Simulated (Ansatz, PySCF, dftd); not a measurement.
Species: NH2, charge 0, doublet. NH2 (SMILES [NH2], doublet).
B3LYP-D3(BJ)/def2-TZVP minimum from Ansatz (a program for electronic structure):
```
N
H 1 1.0284
H 1 1.0284 2 103.25
```
Charge 0, spin multiplicity 2.

Property: enthalpy of formation at 298 K (by atomisation, with ideal-gas terms from PySCF's Hessian at B3LYP-D3(BJ)/def2-TZVP and the atoms' measured values of the G2/97 table; no spin-orbit terms), in kcal/mol. UHF or UKS for unpaired electrons; spin-orbit terms are left out. Cores are frozen in correlated methods. Rows without X2C or -DK are non-relativistic. CBS(X,Y): correlation extrapolated as X^-3, Hartree-Fock from the larger set (Q,5: extrapolated as (X+1)exp(-9√X)). A bracket is a step between two methods taken in the basis named. The functionals are non-relativistic, so their misses hold any scalar relativity. Double hybrids freeze cores in their MP2 part. '+ core + X2C': CCSD(T) terms for core correlation (cc-pwCVTZ) and scalar relativity (cc-pVTZ-DK). Full CI freezes restricted core orbitals, also for open shells; the composite that ends in it estimates full CI at the basis-set limit. For partners of very few electrons the exact lower level stands in for a higher one.

Compared with CCSD(T)/CBS(cc-pVQZ,cc-pV5Z) + [CCSDT(Q) - CCSD(T)]/cc-pVQZ + [FCI - CCSDT(Q)]/cc-pVDZ + core + X2C (Ansatz): 44.4 kcal/mol.

Costs are rough ratios of core time, to one figure, on one kind of shared machine, summed over the single points of the molecules; atoms, geometries and frequencies are left out. The first row took roughly 0.3 core seconds; short runs hold start-up time.

```csv
level,program,cost relative to the first row
PBE0-D3(BJ)/def2-TZVPD,Ansatz + dftd3,1
B2GP-PLYP/def2-TZVPD,Ansatz,2
r2SCANh-D4/def2-TZVPD,Ansatz + dftd4,2
wB97M-V/def2-TZVPD,Ansatz,3
CCSDTQ/cc-pVDZ,Ansatz,100
CCSDT(Q)/cc-pVTZ,Ansatz,100
CCSDT(Q)/cc-pVQZ,Ansatz,1000
```

**Question.** Among the rows that cost no more than wB97M-V/def2-TZVPD, which comes nearest?

**Answer.** PBE0-D3(BJ)/def2-TZVPD.
```csv
level,difference (kcal/mol)
PBE0-D3(BJ)/def2-TZVPD,0.1
B2GP-PLYP/def2-TZVPD,3.5
r2SCANh-D4/def2-TZVPD,1.7
wB97M-V/def2-TZVPD,-1.0
CCSDTQ/cc-pVDZ,21.9
CCSDT(Q)/cc-pVTZ,7.2
CCSDT(Q)/cc-pVQZ,2.9
```
